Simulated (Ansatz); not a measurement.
Barrier NH2 (SMILES [NH2]) + CH4 (SMILES C) via CH6N, on the benchmark's geometries as Psi4's copy gives them; open shells unrestricted, no zero-point energy, no spin–orbit coupling.
Transition structure (charge 0, multiplicity 2):
| atom | x (Å) | y (Å) | z (Å) |
|---|---|---|---|
| C | -1.2608 | 0.0000 | 0.0123 |
| N | 1.3133 | 0.0000 | -0.1368 |
| H | -1.5840 | 0.9085 | -0.4847 |
| H | -1.4637 | -0.0046 | 1.0773 |
| H | -1.5847 | -0.9039 | -0.4927 |
| H | 0.0431 | -0.0001 | -0.1517 |
| H | 1.4805 | 0.8056 | 0.4678 |
| H | 1.4806 | -0.8055 | 0.4678 |

Correlated levels freeze the cores. CBS: X⁻³ extrapolation of the correlation energy, Hartree–Fock from the larger set. MP2 and its Hartree–Fock in aug-cc-pVQZ are density fitted.

Run with Ansatz (Gaussian basis) for Hartree–Fock, density functionals and correlated methods. Each number belongs to the level named beside it.

Barrier heights (kcal/mol): PBE/def2-TZVPPD 4.51; B3LYP/def2-TZVPPD 11.37; wB97M-V/def2-TZVPPD 13.10; MP2/CBS(aug-cc-pVTZ, aug-cc-pVQZ) + ΔCCSD(T)/aug-cc-pVDZ 14.09.

### Question
With all else equal, by what factor does exp(−ΔE‡/RT) at 298.15 K differ from its value at MP2/CBS(aug-cc-pVTZ, aug-cc-pVQZ) + ΔCCSD(T)/aug-cc-pVDZ?

### Answer

RT = 0.5925 kcal/mol, so the factor is exp(−(ΔE‡ − 14.09)/RT): PBE/def2-TZVPPD 1e+07; B3LYP/def2-TZVPPD 97; wB97M-V/def2-TZVPPD 5.3. Each 1.36 kcal/mol is a factor of ten. MP2/CBS(aug-cc-pVTZ, aug-cc-pVQZ) + ΔCCSD(T)/aug-cc-pVDZ is the comparison, a level with limits of its own.

Ansatz is an electronic-structure program.
